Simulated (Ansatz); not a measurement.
Relaxing a trial structure of FHOS

The starting geometry of this gas-phase triplet was optimised with GFN2-xTB as a singlet; its bonds are those of `OSF`.

```yaml
atoms:
  - { symbol: F, position_ang: [-2.4826, 0.3615, -1.8438] }
  - { symbol: O, position_ang: [-1.6272, 2.2354, -0.3842] }
  - { symbol: S, position_ang: [-1.4382, 0.6450, -0.5809] }
  - { symbol: H, position_ang: [-2.3797, 2.4624, 0.1801] }
```

Question: Where would you expect an optimisation with PBE0-D3(BJ)/def2-SVP to take it?

Answer: It loosens into FH + OS, which stay close as a complex. Contacts that open: F1–S3 (1.66 → 3.90 Å), O2–H4 (0.97 → 1.81 Å). Contacts that close: F1–H4 (2.92 → 0.93 Å).

The energy falls by 3.00 eV over 26 steps:

```
step  E − E(last) (eV)
   1             2.999
   4             1.978
   7             1.591
   9             1.546
  12             1.521
  15             0.980
  18             0.062
  20             0.003
  23             0.000
  26             0.000
```

Final geometry (Å):

```xyz
4

F    -3.6065    1.3550   -1.5701
O    -1.3174    1.8070   -0.1531
S    -0.1384    0.9347    0.1667
H    -2.8655    1.6077   -1.0722
```

No frequencies were run, so the end isn't proven a minimum. Open shells are spin-unrestricted. The triplet needn't be the ground state. Run with Ansatz 0.2.0, 86 s on 1 thread of Intel(R) Xeon(R) Platinum 8259CL CPU @ 2.50GHz (Skylake/Cascade Lake), with other jobs on the host.
